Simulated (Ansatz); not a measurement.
Species: C$_{4}$H$_{9}$, charge 0, multiplicity 2. It need not be the lowest isomer of its formula. SMILES: C[CH]CC
Structure (B3LYP-D3(BJ)/def2-TZVP (Ansatz, a program for electronic structure) minimum search):
```xyz
13

C      0.7679     1.8236    -0.0439
C      0.6296     0.3532     0.1110
C     -0.6936    -0.3121    -0.0206
C     -0.6200    -1.8376    -0.0465
H      1.8122     2.1340    -0.0984
H     -1.6130    -2.2823    -0.1305
H      0.3124     2.3696     0.7976
H      0.2581     2.1820    -0.9454
H     -0.1586    -2.2205     0.8666
H     -0.0218    -2.1842    -0.8915
H      1.4567    -0.2152     0.5207
H     -1.1973     0.0524    -0.9259
H     -1.3526     0.0018     0.8070
```
Charge 0, spin multiplicity 2.

Q: Give the harmonic wavenumbers at B3LYP-D3(BJ)/def2-TZVP (Ansatz, finite differences of forces, unscaled).

A: 60, 106, 234, 259, 369, 434, 771, 851, 978, 992, 1031, 1072, 1133, 1185, 1271, 1318, 1404, 1412, 1418, 1467, 1473, 1484, 1498, 1504, 2915, 2941, 2982, 3015, 3031, 3089, 3089, 3096, 3160 cm⁻¹. Zero-point energy 73.0 kcal/mol.

Q: From these and the geometry, give the ideal-gas thermochemistry at 298.15 K and 1 atm (rigid rotor, harmonic oscillator).

A: Point group C1, rotational symmetry number 1. Rotational constants 26.85, 3.654, 3.431 GHz. S(trans) 38.05, S(rot) 24.37, S(vib) 14.26, S(elec, spin only) 1.38, S 78.1 cal/(mol K). H(298) - H(0) 4.59 kcal/mol; G - E(el) 54.3 kcal/mol.
